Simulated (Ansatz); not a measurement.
Relaxation of AlCl2H (4 atoms, charge 0, multiplicity 1), to a largest force component of 0.03 eV/Å in at most 50 steps.

Computed with Ansatz 0.2.0, RKS PBE0-D4/def2-SVP.

```xyz
4
Properties=species:S:1:pos:R:3:forces:R:3
Al 0.278 0.000 -0.013 1.03 0.00 1.62
Cl 1.010 0.000 2.028 -1.08 0.00 -0.24
H 1.749 0.000 -0.489 0.00 0.00 -1.39
Cl -1.670 0.000 -0.737 0.05 0.00 0.01
```

Where does it end, and by what steps?

The run converged. After 4 steps the energy has fallen by 0.582 eV; H3 moved furthest, 0.39 Å.

```json
{"step": "0", "energy less start (eV)": "0.0000", "largest force component (eV/Å)": "1.615", "accepted": "yes"}
{"step": "1", "energy less start (eV)": "-0.4136", "largest force component (eV/Å)": "0.853", "accepted": "yes"}
{"step": "2", "energy less start (eV)": "-0.5596", "largest force component (eV/Å)": "0.771", "accepted": "yes"}
{"step": "3", "energy less start (eV)": "-0.5800", "largest force component (eV/Å)": "0.120", "accepted": "yes"}
{"step": "4", "energy less start (eV)": "-0.5815", "largest force component (eV/Å)": "0.027", "accepted": "yes"}
```

```xyz
4
Properties=species:S:1:pos:R:3
Al 0.457 0.000 0.106
Cl 0.728 0.000 2.181
H 1.684 0.000 -0.871
Cl -1.502 0.000 -0.627
```

Whether the end is a true minimum wasn't checked by a vibrational analysis.

Time of the run: 8.1 s on 1 thread of Arm Neoverse V2, on a shared host, peak memory 0.11 GiB.
